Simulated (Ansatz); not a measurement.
# AlH2+ (triplet): from Hartree-Fock to the top rungs at distance Al1–H2 = 4.586 Å, cc-pVQZ

Aim: climb from Hartree-Fock through coupled cluster and multireference methods for AlH2+ (triplet) at one geometry and basis, and see what each rung misses.

Method: cc-pVQZ, core rule «outside noble gas», up to 5 orbitals frozen; program: Ansatz 0.2.0, Gaussian basis.

Plan: UHF; CCSD(T) on ROHF; CCSD(T) on UHF; BCCD(T) on ROHF; CCSDT(Q) on ROHF; CCSDT(Q) on UHF; CASSCF and MRCISD+Q, 4 electrons in 6 orbitals; CASSCF and NEVPT2, 4 electrons in 6 orbitals; Full CI.

4 further runs of the same task are left out: 4 for a known fault of the program. Runs told in other sessions of the task aren't counted.

**1. The geometry**

The geometry derives from a PBE0/def2-TZVP stationary point (not a proven minimum). One bond is set to the value named and the two fragments are kept rigid.

3 atoms, charge 1, spin multiplicity 3.

Atoms are counted from 1 here; the program's logs count them from 0.

Bond lengths: Al1–H3 1.722 Å.

As a file:

```xyz
3

Al    0.00000   -0.05200   -0.18698
H     0.00000    2.34346    3.72367
H     0.00000   -0.95157    1.28161
```

**2. UHF**

The input, in.yaml:

```yaml
crystal:
  periodic: [false, false, false]
  atoms:
    - {symbol: Al, position_ang: [0.000000, -0.051996, -0.186981]}
    - {symbol: H, position_ang: [0.000000, 2.343457, 3.723672]}
    - {symbol: H, position_ang: [0.000000, -0.951575, 1.281610]}
basis:
  gaussian: {orbitals: cc-pVQZ}
total_charge: 1
magnetization: {spin_polarized: true, initial_magnetization: 2}
hamiltonian: {xc: hf}
output: {orbitals: {seedname: orbitals}}
```

Launch:

```sh
> ansatz run in.yaml --threads 1 --pin off --events-out ev --progress --plain --max-ram 4096MiB --backend cpu
```

After this run come: CCSD(T) on ROHF; CCSD(T) on UHF; BCCD(T) on ROHF; CCSDT(Q) on ROHF; CCSDT(Q) on UHF; CASSCF and MRCISD+Q, 4 electrons in 6 orbitals; CASSCF and NEVPT2, 4 electrons in 6 orbitals; Full CI.

Q: Predict the results of all the runs planned. Wanted: FCI from the RHF energy; RMP2 from FCI; UMP2 from FCI; RCCSD from FCI; RCCSD(T) from FCI; UCCSD(T) from FCI; RCCSDT(Q) from FCI; UCCSDT(Q) from FCI; NEVPT2 valence from FCI.

**Answer**, as computed:

| quantity | value |
| --- | --- |
| FCI from the ROHF energy | -1.5093 eV |
| RMP2 from FCI | +413.7 meV |
| UMP2 from FCI | +384.3 meV |
| RCCSD from FCI | +35.7 meV |
| RCCSD(T) from FCI | +8.1 meV |
| UCCSD(T) from FCI | +5.8 meV |
| RCCSDT(Q) from FCI | 0.0 meV |
| UCCSDT(Q) from FCI | -1.3 meV |
| NEVPT2 valence from FCI | +155.6 meV |
| MRCISD+Q valence from FCI | +8.3 meV |
| levels within 1 kcal/mol (43 meV) | RCCSD, UCCSD, RCCSD(T), UCCSD(T), BCCD(T), RCCSDT, UCCSDT, RCCSDT(Q), UCCSDT(Q), MRCISD valence, MRCISD+Q valence |
| T1 diagnostic | 0.050 |
| effectively unpaired electrons | 2.03 |

What this shows: RCCSD(T) misses by +8.1 meV, 0.5 % of the correlation energy. The occupations are near whole numbers, but T1 = 0.050 shows that the orbitals relax strongly. Of the multireference levels listed MRCISD+Q valence comes nearest in total energy (+8.3 meV), which doesn't show that its space is the better one. These misses are within one basis, not against nature; the frozen cores of restricted and unrestricted runs differ, which can shift their rows.

Levels on UHF freeze UHF's core orbitals, full CI those of ROHF, so the U rows can settle a little off it for that reason alone.
